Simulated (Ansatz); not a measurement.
System: C6H6, charge 1, multiplicity 2. SMILES of the parent species: c1ccccc1
Structure (B3LYP-D3(BJ)/def2-TZVP (Ansatz, an electronic-structure program) minimum search):
```
C
H 1 1.0833
C 1 1.4251 2 119.20
C 3 1.3645 1 119.20 2 180.00
H 4 1.0813 3 121.38 1 -180.00
H 3 1.0813 4 121.38 5 0.00
C 1 1.4251 2 119.20 3 180.00
C 7 1.3645 1 119.20 2 -180.00
H 7 1.0813 8 121.38 1 180.00
H 8 1.0813 7 121.38 9 0.00
C 8 1.4251 10 119.41 7 -180.00
H 11 1.0833 8 119.20 10 0.00
```
Charge +1, spin multiplicity 2.

Parts of the frozen-core correlation energy in 6-31G (Ansatz, hartree). Frozen orbitals: 6; correlated occupied orbitals by spin: 15 and 14; virtual: 45 and 46. Open shells are spin-unrestricted. No spin-orbit coupling. No relativistic terms.

| term | value |
|---|---|
| reference (HF) | -230.33649 |
| MP2 opposite-spin | -0.36056 |
| MP2 same-spin | [?] |
| CCSD correlation | [?] |
| (T) | [?] |
| T1 diagnostic | 0.015 |
| largest doubles amplitude | 0.091 |
| <S^2> of the reference | 0.819 |

Question: Complete the blanks.

Answer: 
- MP2 same-spin, value: -0.11761
- CCSD correlation, value: -0.52825
- (T), value: -0.02002
